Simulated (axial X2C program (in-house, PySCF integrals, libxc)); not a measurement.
# All-electron X2C curves of PC

What are the state, bond length, wavenumber and bond energy of PC, and what does spin–orbit coupling change?

Program: an in-house X2C program for linear molecules on PySCF integrals. Level of theory: all-electron X2C, P dyall-v3z, C dyall-v3z. These are calculated values, not measurements.

## (1) Input

Input file task.json:

```json
{"zs": [15, 6], "q": 0, "bas": ["dyall-v3z", "dyall-v3z"], "levels": ["PBE0", "HF", "B97-3"], "cc": true, "r0": 1.69, "thr": -2.0, "nmax": 90, "npts": 10, "nst": 2, "ntry": 6}
```

Keys: zs atomic numbers; q charge; bas basis sets; levels methods (HF also brings MP2); cc coupled cluster on or off; r0 starting distance in Å; thr threshold in hartree for freezing inner shells (an s shell follows its p shell); nmax most natural virtual spinors; npts points asked for on the curve; nst determinants followed; ntry starts of the search.

Started as:

```
python so2c.py task.json out
```

Spin-free means the one-electron spin-free X2C Hamiltonian; two-component (2c) means X2C with spin–orbit coupling and atomic mean-field two-electron Coulomb and Gaunt terms. Basis: P dyall-v3z contracted to [8s7p2d1f], C dyall-v3z contracted to [7s6p2d1f]; Gaussian nuclei, density fitting. Masses: P 30.974 u, C 12.000 u.

Notation: σ, π±, δ± give the projection m of an orbital's angular momentum (0, ±1, ±2), α and β its spin, Λ and M_S the sums; ω is the projection of a spinor's total angular momentum and Ω the sum. Logs are in hartree.

The results follow Hamiltonian by Hamiltonian and level by level.

## (2) State search with PBE0

PBE0 moves the distance from 1.690 Å to 1.559 Å and compares determinants there.

Spin-free determinants:

```json
{"ΔE (eV)": "0.00", "state": "M_S = 1/2, Λ = 0", "open shells": "beyond closed shells: σα"}
{"ΔE (eV)": "1.00", "state": "M_S = 1/2, Λ = 1", "open shells": "beyond closed shells: π+α, π+β, π-α"}
{"ΔE (eV)": "3.61", "state": "M_S = 3/2, Λ = 0", "open shells": "beyond closed shells: σα, π+α, π+β, 2 × π-α"}
{"ΔE (eV)": "3.61", "state": "M_S = 3/2, Λ = 2", "open shells": "beyond closed shells: σα, 2 × π+α, π+β, π-α"}
{"ΔE (eV)": "4.31", "state": "M_S = 1/2, Λ = 0", "open shells": "beyond closed shells: σβ, π+α, π+β, 2 × π-α"}
{"ΔE (eV)": "4.39", "state": "M_S = 1/2, Λ = 2", "open shells": "beyond closed shells: σα, 2 × π+α, π+β, π-β"}
{"ΔE (eV)": "4.57", "state": "M_S = 1/2, Λ = 2", "open shells": "beyond closed shells: σα, π+α, 2 × π+β, π-α"}
```

Two-component determinants:

```csv
ΔE (eV),state,open shells
0.00,Ω = 1/2,excess of +ω over −ω: ω = 1/2
0.99,Ω = 3/2,excess of +ω over −ω: ω = 3/2
3.61,Ω = 7/2,"excess of +ω over −ω: ω = 1/2, 2 × ω = 3/2"
3.63,Ω = 3/2,excess of +ω over −ω: ω = 3/2
4.29,Ω = 1/2,"excess of +ω over −ω: 2 × ω = -1/2, ω = 3/2"
4.31,Ω = 5/2,"excess of +ω over −ω: ω = -1/2, 2 × ω = 3/2"
4.31,Ω = 3/2,excess of +ω over −ω: 3 × ω = 1/2
```

## (3) PBE0, spin-free

State followed: M_S = 1/2, Λ = 0 (beyond closed shells: σα). The scan is laid around 1.559 Å, a first estimate of the minimum, and this SCF restarts from the orbitals of the search.

The SCF at the reference distance of 1.559 Å:

```text
spin-free X2C-1e  PBE0
basis functions 88  fitting functions 548  grid points 4352
iter        total energy     max residual
   1       -379.984761427     4.18e-05
   2       -379.984761432     1.83e-05
converged
one-electron -584.31041293  Coulomb 202.21372844  exact exchange -6.94028384  xc functional -21.49683029  nuclear repulsion 30.54903719
```

Along the bond, energies from the lowest point:

```csv
R (Å),E (eV),μ (D),HOMO (eV),LUMO (eV),iterations
1.356,1.5317,-0.85,-8.92,-3.94,26
1.419,0.6376,-0.88,-8.69,-4.14,22
1.466,0.2506,-0.90,-8.53,-4.28,22
1.512,0.0517,-0.92,-8.38,-4.40,21
1.559,0.0000,-0.94,-8.25,-4.52,2
1.614,0.0821,-0.95,-8.10,-4.63,22
1.668,0.2758,-0.95,-7.98,-4.71,20
1.738,0.6316,-0.92,-7.84,-4.78,22
1.824,1.1444,-0.90,-7.74,-4.80,21
1.949,1.9123,-0.94,-7.70,-4.80,21
```

Dipoles are positive if C is the positive end.

Outer orbitals at the reference distance:

```
symmetry  occupied  ε (eV)           atomic character
      σα       yes  -20.72  43% C s, 33% P s, 10% C p
      σβ       yes  -19.83  40% P s, 37% C s, 13% C p
      σα       yes  -13.15  28% P s, 26% C p, 22% C s
      σβ       yes  -11.79  40% P p, 31% P s, 17% C s
      σα       yes   -9.55  46% C p, 32% P p, 13% P s
     π+α       yes   -8.62   55% C p, 40% P p, 3% P d
     π-α       yes   -8.62   55% C p, 40% P p, 3% P d
     π-β       yes   -8.25   54% P p, 41% C p, 3% C d
     π+β       yes   -8.25   54% P p, 41% C p, 3% C d
      σβ        no   -4.52  56% C p, 20% C s, 16% P p
     π-α        no   -1.89  50% P p, 30% C p, 13% P d
     π+α        no   -1.89  50% P p, 30% C p, 13% P d
     π-β        no   -1.37  42% C p, 36% P p, 17% P d
```

PBE0 fields in the half plane through the axis: z from -2.4 to 3.9 Å across, distance from the axis 0.15 to 2.25 Å upwards; P lies at z = 0 and C at z = 1.559 Å; the ELF is damped to zero where the density is low.

log10 density (e/bohr³). Ten even steps from '0' (-5.16 ) to '9' (1.15 ):
```
0112223333333222211100
1122333344433333222110
1223344444444443332210
1233445555555544433211
2234455566555555443321
2334556666666666544321
2344566777667766554322
2345566898777976654322
```

ELF. Ten even steps from '0' (0.00 ) to '9' (0.94 ):
```
0000001111111000000000
0000123443332211000000
0002456665544432210000
0014688887666665431000
0147899988777777763100
0258999756788889886200
0378996020588469997410
0379991768182919998510
```

Re = 1.555 Å, ωe = 1295 cm⁻¹, ωexe = 7.89 cm⁻¹, Be = 0.8063 cm⁻¹, De = 5.24 eV, μ = -0.94 D.

## (4) HF, spin-free

The SCF at the reference distance of 1.559 Å:

```text
spin-free X2C-1e  HF
basis functions 88  fitting functions 548  grid points 4352
iter        total energy     max residual
   1       -379.308782671     1.18e-01
   2       -379.323706862     1.40e-02
   3       -379.327269900     1.99e-02
   4       -379.332442638     3.42e-02
   5       -379.337586376     2.80e-02
   6       -379.342086593     1.09e-02
   7       -379.343928746     4.33e-03
   8       -379.343983019     1.57e-03
   9       -379.344005586     7.60e-04
  10       -379.344010023     3.26e-04
  11       -379.344010924     1.19e-04
  12       -379.344011028     3.14e-05
  13       -379.344011037     1.14e-05
  14       -379.344011039     3.47e-06
  15       -379.344011039     1.30e-06
converged
one-electron -584.06205628  Coulomb 202.09267547  exact exchange -27.92366742  xc functional 0.00000000  nuclear repulsion 30.54903719
```

Re = 1.607 Å, ωe = 1014 cm⁻¹, ωexe = 6.19 cm⁻¹, Be = 0.7546 cm⁻¹, De = 2.72 eV, μ = -0.15 D. ⟨S²⟩ = 1.76 against 0.75 for a pure state, so this determinant mixes spins.

## (5) B97-3, spin-free

Output at 1.559 Å:

```text
spin-free X2C-1e  B97-3
basis functions 88  fitting functions 548  grid points 4352
iter        total energy     max residual
   1       -380.112745813     9.68e-03
   2       -380.112990724     4.54e-03
   3       -380.113072678     1.85e-03
   4       -380.113103114     5.31e-04
   5       -380.113113339     5.32e-04
   6       -380.113119288     1.79e-04
   7       -380.113119642     7.76e-05
   8       -380.113119697     1.56e-05
   9       -380.113119699     4.29e-06
converged
one-electron -584.32859062  Coulomb 202.23473227  exact exchange -7.47596392  xc functional -21.09233462  nuclear repulsion 30.54903719
```

Re = 1.555 Å, ωe = 1292 cm⁻¹, ωexe = 6.86 cm⁻¹, Be = 0.8057 cm⁻¹, De = 5.34 eV, μ = -0.99 D.

## (6) Correlated methods, spin-free

Correlated methods: 9 electrons correlated (frozen shells, counted by type: P 2 s, 1 p; C 1 s), 143 virtual spinors in MP2, 89 natural virtuals in coupled cluster.

Output of the correlated part at 1.559 Å:

```text
correlated 9  virtual 143  natural virtual 89  E(MP2) -0.209142698  MP2 remainder -0.003600699
iter   CCSD correlation   residual
   1     -0.222483085   1.42e-01
   2     -0.234835943   8.94e-02
   3     -0.245252457   6.38e-02
   4     -0.253762491   3.80e-02
   5     -0.255014711   1.25e-02
   6     -0.255454272   5.57e-03
   7     -0.255518619   2.92e-03
   8     -0.255422018   1.34e-03
   9     -0.255453415   5.74e-04
  10     -0.255443544   1.97e-04
  11     -0.255446963   6.84e-05
  12     -0.255447235   3.02e-05
  13     -0.255447841   1.46e-05
  14     -0.255448402   6.73e-06
  15     -0.255448701   3.15e-06
  16     -0.255448825   1.34e-06
  17     -0.255448820   6.22e-07
(T) -0.017268734  T1 0.1320  D1 0.1941  max T2 0.106
```

T1 in the output is the amplitude norm over the root of the electron number; divide by √2 for the Lee–Taylor value.

MP2: No constants are quoted: the reference is strongly spin-contaminated.

CCSD: Re = 1.557 Å, ωe = 1289 cm⁻¹, ωexe = 7.87 cm⁻¹, Be = 0.8041 cm⁻¹, De = 4.55 eV. T1 at Re = 0.093 (Lee–Taylor, the printed value over √2).

CCSD(T): Re = 1.561 Å, ωe = 1292 cm⁻¹, ωexe = 6.74 cm⁻¹, Be = 0.8004 cm⁻¹, De = 4.86 eV. T1 at Re = 0.093 (Lee–Taylor, the printed value over √2).

## (7) A higher determinant, spin-free

State: M_S = 1/2, Λ = 1 (beyond closed shells: π+α, π+β, π-α).

Output at the reference distance:

```text
spin-free X2C-1e  PBE0
basis functions 88  fitting functions 548  grid points 4352
iter        total energy     max residual
   1       -379.948103937     1.51e-05
   2       -379.948103942     9.80e-06
converged
one-electron -584.11591868  Coulomb 202.06815814  exact exchange -6.94705876  xc functional -21.50232184  nuclear repulsion 30.54903719
```

```csv
R (Å),E above the lowest PBE0 point (eV)
1.356,3.705
1.419,2.404
1.466,1.740
1.512,1.285
1.559,0.998
1.614,0.831
1.668,0.806
1.738,0.928
1.824,1.240
```

Re = 1.652 Å, ωe = 1108 cm⁻¹, ωexe = 5 cm⁻¹, Be = 0.7145 cm⁻¹, μ = -2.24 D. Te = 0.80 eV.

## (8) The spin-free curves together

Energy (eV) of the followed determinant, spin-free, from each level's lowest point:

```csv
R (Å),PBE0,HF,MP2 (spin-contaminated),CCSD,CCSD(T),B97-3
1.356,1.532,1.775,1.070,n/a,n/a,1.535
1.419,0.638,0.864,0.329,0.661,0.697,0.640
1.466,0.251,0.439,0.077,0.264,0.286,0.253
1.512,0.052,0.178,0.000,0.058,0.068,0.053
1.559,0.000,0.041,0.041,0.000,0.000,0.000
1.614,0.082,0.000,0.186,0.076,0.068,0.081
1.668,0.276,0.054,0.398,0.264,0.253,0.274
1.738,0.632,0.220,0.729,0.614,0.609,0.635
1.824,1.144,0.519,1.178,n/a,n/a,1.166
1.949,1.912,1.049,1.850,n/a,n/a,1.965
```

## (9) PBE0, 2c

State followed: Ω = 1/2 (excess of +ω over −ω: ω = 1/2). The scan is laid around 1.559 Å, a first estimate of the minimum, and this SCF restarts from the orbitals of the search.

Output at 1.559 Å:

```text
two-component X2C + atomic mean field  PBE0
basis functions 88  fitting functions 548  grid points 4352
iter        total energy     max residual
   1       -379.935727707     4.57e-05
   2       -379.935727725     4.35e-05
   3       -379.935727743     3.23e-05
   4       -379.935727754     1.00e-05
   5       -379.935727755     4.00e-06
converged
one-electron -584.18032107  Coulomb 202.17663259  exact exchange -6.93903252  xc functional -21.49291992  nuclear repulsion 30.54903719  atomic mean-field constant -0.04912402
```

Along the bond, energies from the lowest point:

```csv
R (Å),E (eV),μ (D),HOMO (eV),LUMO (eV),iterations
1.356,1.5342,-0.85,-8.91,-3.94,26
1.419,0.6392,-0.88,-8.68,-4.14,26
1.466,0.2516,-0.90,-8.52,-4.28,24
1.512,0.0522,-0.92,-8.37,-4.40,21
1.559,0.0000,-0.94,-8.24,-4.52,5
1.614,0.0816,-0.95,-8.09,-4.63,26
1.668,0.2750,-0.95,-7.96,-4.71,23
1.738,0.6304,-0.93,-7.83,-4.78,26
1.824,1.1429,-0.90,-7.73,-4.79,26
1.949,1.9107,-0.94,-7.68,-4.80,25
```

Dipoles are positive if C is the positive end.

Outer spinors at the reference distance:

```
   ω  occupied  ε (eV)           atomic character  λ mixture
 1/2       yes  -20.72  43% C s, 33% P s, 10% C p     100% σ
-1/2       yes  -19.83  40% P s, 37% C s, 13% C p     100% σ
 1/2       yes  -13.15  28% P s, 26% C p, 22% C s     100% σ
-1/2       yes  -11.79  40% P p, 31% P s, 17% C s     100% σ
 1/2       yes   -9.55  46% C p, 32% P p, 13% P s     100% σ
-1/2       yes   -8.63   55% C p, 40% P p, 3% P d     100% π
 3/2       yes   -8.61   55% C p, 40% P p, 3% P d     100% π
 1/2       yes   -8.26   54% P p, 41% C p, 3% C d     100% π
-3/2       yes   -8.24   54% P p, 41% C p, 3% C d     100% π
-1/2        no   -4.52  56% C p, 20% C s, 16% P p     100% σ
-1/2        no   -1.89  50% P p, 30% C p, 13% P d     100% π
 3/2        no   -1.88  50% P p, 30% C p, 13% P d     100% π
 1/2        no   -1.38  42% C p, 36% P p, 17% P d     100% π
```

PBE0 fields in the half plane through the axis: z from -2.4 to 3.9 Å across, distance from the axis 0.15 to 2.25 Å upwards; P lies at z = 0 and C at z = 1.559 Å; the ELF is damped to zero where the density is low.

log10 density (e/bohr³). Ten even steps from '0' (-5.16 ) to '9' (1.15 ):
```
0112223333333222211100
1122333344433333222110
1223344444444443332210
1233445555555544433211
2234455566555555443321
2334556666666666544321
2344566777667766554322
2345566898777976654322
```

ELF. Ten even steps from ' ' (0.00 ) to '@' (0.94 ):
```
            ..............                  
        ..::--====------::::....            
      ::==++******++++======--::::..        
    ..==**%%%%%%%%##**********++==--..      
  ..==##%%@@@@@@%%%%##############**--..    
  ::++%%@@@@@@##++**##%%%%%%%%@@%%%%**::    
  --##%%@@@@**  ::  ++%%%%==**@@@@@@##==..  
  --##@@@@@@..##**%%..%%::@@..@@@@@@%%++..  
```

Re = 1.555 Å, ωe = 1294 cm⁻¹, ωexe = 7.88 cm⁻¹, Be = 0.8062 cm⁻¹, De = 5.24 eV, μ = -0.94 D.

## (10) HF, 2c

The SCF at the reference distance of 1.559 Å:

```text
two-component X2C + atomic mean field  HF
basis functions 88  fitting functions 548  grid points 4352
iter        total energy     max residual
   1       -379.259905405     1.18e-01
   2       -379.274821877     1.41e-02
   3       -379.278378956     2.00e-02
   4       -379.283535885     3.41e-02
   5       -379.288677581     2.79e-02
   6       -379.293168200     1.09e-02
   7       -379.295015834     4.37e-03
   8       -379.295071377     1.58e-03
   9       -379.295094828     7.77e-04
  10       -379.295099640     3.29e-04
  11       -379.295100655     1.31e-04
  12       -379.295100844     8.47e-05
  13       -379.295100916     7.35e-05
  14       -379.295101009     5.04e-05
  15       -379.295101084     4.10e-05
  16       -379.295101127     2.59e-05
  17       -379.295101139     1.05e-05
  18       -379.295101140     3.26e-06
  19       -379.295101141     1.30e-06
converged
one-electron -583.93223953  Coulomb 202.05578967  exact exchange -27.91856444  xc functional 0.00000000  nuclear repulsion 30.54903719  atomic mean-field constant -0.04912402
```

Re = 1.607 Å, ωe = 1014 cm⁻¹, ωexe = 6.19 cm⁻¹, Be = 0.7545 cm⁻¹, De = 2.72 eV, μ = -0.15 D.

## (11) B97-3, 2c

The SCF at the reference distance of 1.559 Å:

```text
two-component X2C + atomic mean field  B97-3
basis functions 88  fitting functions 548  grid points 4352
iter        total energy     max residual
   1       -380.063718915     9.68e-03
   2       -380.063966010     4.49e-03
   3       -380.064046198     1.84e-03
   4       -380.064076123     5.29e-04
   5       -380.064086450     5.25e-04
   6       -380.064092299     1.83e-04
   7       -380.064092659     7.79e-05
   8       -380.064092715     1.58e-05
   9       -380.064092717     4.34e-06
converged
one-electron -584.19885741  Coulomb 202.19802177  exact exchange -7.47462404  xc functional -21.08854621  nuclear repulsion 30.54903719  atomic mean-field constant -0.04912402
```

Re = 1.555 Å, ωe = 1292 cm⁻¹, ωexe = 6.86 cm⁻¹, Be = 0.8055 cm⁻¹, De = 5.34 eV, μ = -0.99 D.

## (12) MP2 and beyond, 2c

Correlated methods: 9 electrons correlated (frozen shells, counted by type: P 2 s, 1 p; C 1 s), 143 virtual spinors in MP2, 90 natural virtuals in coupled cluster.

Output of the correlated part at 1.559 Å:

```text
correlated 9  virtual 143  natural virtual 90  E(MP2) -0.209167422  MP2 remainder -0.003388473
iter   CCSD correlation   residual
   1     -0.222677650   1.42e-01
   2     -0.235031661   8.94e-02
   3     -0.245467849   6.39e-02
   4     -0.253982306   3.80e-02
   5     -0.255247333   1.25e-02
   6     -0.255685136   5.60e-03
   7     -0.255753268   2.93e-03
   8     -0.255654938   1.35e-03
   9     -0.255686816   5.77e-04
  10     -0.255676860   2.00e-04
  11     -0.255680307   7.19e-05
  12     -0.255680537   3.51e-05
  13     -0.255681157   2.04e-05
  14     -0.255681850   1.28e-05
  15     -0.255682322   8.59e-06
  16     -0.255682535   5.44e-06
  17     -0.255682417   3.11e-06
  18     -0.255682339   1.70e-06
  19     -0.255682261   7.53e-07
  20     -0.255682235   3.02e-07
  21     -0.255682220   1.50e-07
(T) -0.017316556  T1 0.1321  D1 0.1947  max T2 0.106
```

MP2: No constants are quoted: the reference is strongly spin-contaminated.

CCSD: Re = 1.557 Å, ωe = 1289 cm⁻¹, ωexe = 7.82 cm⁻¹, Be = 0.8038 cm⁻¹, De = 4.55 eV. T1 at Re = 0.093 (Lee–Taylor, the printed value over √2).

CCSD(T): Re = 1.561 Å, ωe = 1292 cm⁻¹, ωexe = 6.68 cm⁻¹, Be = 0.8 cm⁻¹, De = 4.86 eV. T1 at Re = 0.094 (Lee–Taylor, the printed value over √2).

## (13) A higher determinant, 2c

State: Ω = 3/2 (excess of +ω over −ω: ω = 3/2).

Output at the reference distance:

```text
two-component X2C + atomic mean field  PBE0
basis functions 88  fitting functions 548  grid points 4352
iter        total energy     max residual
   1       -379.899452710     2.55e-05
   2       -379.899452714     3.89e-05
   3       -379.899452720     1.12e-05
converged
one-electron -583.98829394  Coulomb 202.03323465  exact exchange -6.94582402  xc functional -21.49848257  nuclear repulsion 30.54903719  atomic mean-field constant -0.04912402
```

```csv
R (Å),E above the lowest PBE0 point (eV)
1.356,3.696
1.419,2.395
1.466,1.730
1.512,1.275
1.559,0.987
1.614,0.820
1.668,0.795
1.738,0.917
1.824,1.229
```

Re = 1.652 Å, ωe = 1108 cm⁻¹, ωexe = 4.99 cm⁻¹, Be = 0.7144 cm⁻¹, μ = -2.24 D. Te = 0.79 eV.

## (14) The 2c curves together

Energy (eV) of the followed determinant, 2c, from each level's lowest point:

```csv
R (Å),PBE0,HF,MP2 (spin-contaminated),CCSD,CCSD(T),B97-3
1.356,1.534,1.777,1.072,n/a,n/a,1.538
1.419,0.639,0.866,0.330,0.664,0.700,0.642
1.466,0.252,0.440,0.078,0.265,0.288,0.254
1.512,0.052,0.179,0.000,0.058,0.069,0.054
1.559,0.000,0.041,0.040,0.000,0.000,0.000
1.614,0.082,0.000,0.185,0.075,0.067,0.080
1.668,0.275,0.053,0.397,0.263,0.251,0.273
1.738,0.630,0.219,0.728,0.613,0.607,0.634
1.824,1.143,0.518,1.176,n/a,n/a,1.164
1.949,1.911,1.048,1.848,n/a,n/a,1.964
```

The whole job took 68 s on 1 thread of Arm Neoverse V2, shared host; peak memory 0.5 GiB.

## (15) What came out

Lowest determinant that the search found at its distance, spin-free: M_S = 1/2, Λ = 0 (beyond closed shells: σα).

Lowest determinant that the search found at its distance, 2c: Ω = 1/2 (excess of +ω over −ω: ω = 1/2).

```json
{"Hamiltonian": "spin-free", "level": "PBE0", "Re (Å)": "1.555", "ωe (cm⁻¹)": "1295", "De (eV)": "5.24", "μ (D)": "-0.94"}
{"Hamiltonian": "spin-free", "level": "HF", "Re (Å)": "1.607", "ωe (cm⁻¹)": "1014", "De (eV)": "2.72", "μ (D)": "-0.15"}
{"Hamiltonian": "spin-free", "level": "CCSD", "Re (Å)": "1.557", "ωe (cm⁻¹)": "1289", "De (eV)": "4.55", "μ (D)": "n/a"}
{"Hamiltonian": "spin-free", "level": "CCSD(T)", "Re (Å)": "1.561", "ωe (cm⁻¹)": "1292", "De (eV)": "4.86", "μ (D)": "n/a"}
{"Hamiltonian": "spin-free", "level": "B97-3", "Re (Å)": "1.555", "ωe (cm⁻¹)": "1292", "De (eV)": "5.34", "μ (D)": "-0.99"}
{"Hamiltonian": "2c", "level": "PBE0", "Re (Å)": "1.555", "ωe (cm⁻¹)": "1294", "De (eV)": "5.24", "μ (D)": "-0.94"}
{"Hamiltonian": "2c", "level": "HF", "Re (Å)": "1.607", "ωe (cm⁻¹)": "1014", "De (eV)": "2.72", "μ (D)": "-0.15"}
{"Hamiltonian": "2c", "level": "CCSD", "Re (Å)": "1.557", "ωe (cm⁻¹)": "1289", "De (eV)": "4.55", "μ (D)": "n/a"}
{"Hamiltonian": "2c", "level": "CCSD(T)", "Re (Å)": "1.561", "ωe (cm⁻¹)": "1292", "De (eV)": "4.86", "μ (D)": "n/a"}
{"Hamiltonian": "2c", "level": "B97-3", "Re (Å)": "1.555", "ωe (cm⁻¹)": "1292", "De (eV)": "5.34", "μ (D)": "-0.99"}
```

Dipoles are positive if C is the positive end. No constants: spin-free MP2 (the reference is strongly spin-contaminated); 2c MP2 (the reference is strongly spin-contaminated). Spin-free ⟨S²⟩ is off its pure value at HF 1.76.

Time per point (s) on 1 thread of Arm Neoverse V2, shared host (2c runs; CCSD comes with the CCSD(T) run); the times are rough: PBE0 0.32, HF 0.16, CCSD(T) 3.1, B97-3 0.35.

At CCSD(T), going from spin-free to two-component changes Re by 0 mÅ, ωe by 0.0 %; the spin-free picture holds up (part of it comes from the scalar share of the two-electron terms). De moves by 0.00 eV; both De rest on single-determinant atoms, which can miss part of an open shell's spin–orbit lowering.

De refers to P + C, each in the lowest determinant found, which need not be this curve's own limit. The state is a single determinant with fixed occupations, the lowest that a limited PBE0 search found. Dissociation energies refer to the lowest single-determinant-based atoms at the same level and basis. Density functionals use the spin component along the axis (collinear). CCSD and (T) use frozen natural virtuals with an MP2 correction for the truncation. The spin-free determinant is spin-contaminated at some levels. T1 at Re is 0.094 (Lee–Taylor), above the customary mark of 0.02.
